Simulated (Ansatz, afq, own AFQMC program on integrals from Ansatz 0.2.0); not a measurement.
The Si4–Cl6 bond of C2H6ClFOSi, singlet, worked out

```xyz
12

C     1.2063   -1.1732   -0.9713
C     0.6928    0.0753   -0.2973
O    -0.6993   -0.0545   -0.0610
Si   -1.6489    0.8320    0.9229
F    -1.8039    2.3405    0.3687
Cl   -0.7989    0.9960    2.7856
H     0.6842   -1.3421   -1.9246
H     2.2835   -1.0820   -1.1761
H     1.0470   -2.0538   -0.3315
H     0.8713    0.9608   -0.9322
H     1.2184    0.2448    0.6594
H    -2.9754    0.2009    0.9913
```

The molecule and both fragments are relaxed with PBE0/def2-SVP; the fragments keep their bonds.

Basis def2-SVP. Noble-gas cores (and the filled d shells of Ga–Kr and In–Xe) are frozen. Integrals, coupled cluster, full CI and functionals: Ansatz 0.2.0; the random walks run on the same integrals in our own AFQMC program. ph-AFQMC/CISD is guided by a CISD state made of CCSD amplitudes; releasing the constraint for a short imaginary time cuts its bias at the price of noise, slowly where states lie close. ± is one standard error of the sampling.

Total energies in eV. CBS is CCSD(T) at the limit of def2-TZVPP/QZVPP (MP2 extrapolated, CCSD(T) minus MP2 added); the highest rung of each member is named.

Cautions: C₂H₆ClFOSi (singlet): the released value is read at 0.63 1/Eh with a noise of 22 meV, more than in the cases checked, later times being too noisy (meV from the phaseless value at times in 1/Eh: -19 ± 20 at 0.21, 11 ± 22 at 0.42, -2 ± 22 at 0.63, -20 ± 34 at 0.90); C₂H₆FOSi (doublet): the released value is read at 0.90 1/Eh with a noise of 25 meV, more than in the cases checked (meV from the phaseless value at times in 1/Eh: -17 ± 19 at 0.21, -17 ± 26 at 0.42, -13 ± 25 at 0.63, 20 ± 25 at 0.90).

```
             member  count  CCSD(T)/def2-SVP  highest rung in def2-SVP           which  CCSD(T)/CBS
  C₂H₆FOSi, doublet     +1       -14776.3827      -14776.4287 ± 0.0248  released AFQMC  -14797.6852
       Cl (doublet)     +1       -12502.1624               -12502.1710             FCI  -12509.3370
C₂H₆ClFOSi, singlet     -1       -27283.3719      -27283.4455 ± 0.0219  released AFQMC  -27312.2867
```

Work out the best estimate of the bond energy: the CCSD(T)/CBS difference plus the step from CCSD(T) to the highest rung.

Sums with the counts: CCSD(T)/CBS 5.2645 eV, highest rung 4.8458 eV, CCSD(T)/def2-SVP 4.8268 eV. The step is 4.8458 − 4.8268 = 0.0190 eV, so the best estimate is 5.2645 + (0.0190) = 5.2835 eV, with sampling noise 0.033 eV. The step is under twice that noise, so its sign is open. The basis set is worth 0.438 eV of it. Zero-point, core-correlation and spin–orbit terms aren't in it. Past Ne the Hartree–Fock part of each CBS total tends to overshoot, since the cores don't follow the formula; that largely cancels in the difference.

Best estimates are given only where the step beyond CCSD(T) is under 0.3 eV and no member's determinant is very poor (T1 over 0.05, or 0.07 for open shells, ⟨S²⟩ too high by 0.3, two states mixed), so the hardest cases are missing from such tables.

Each member of a difference takes its own highest rung, so a best estimate needn't equal the limit plus the step of one row. Released energies are given only where the last usable release times agree within the noise; a slower fall can still hide under it.
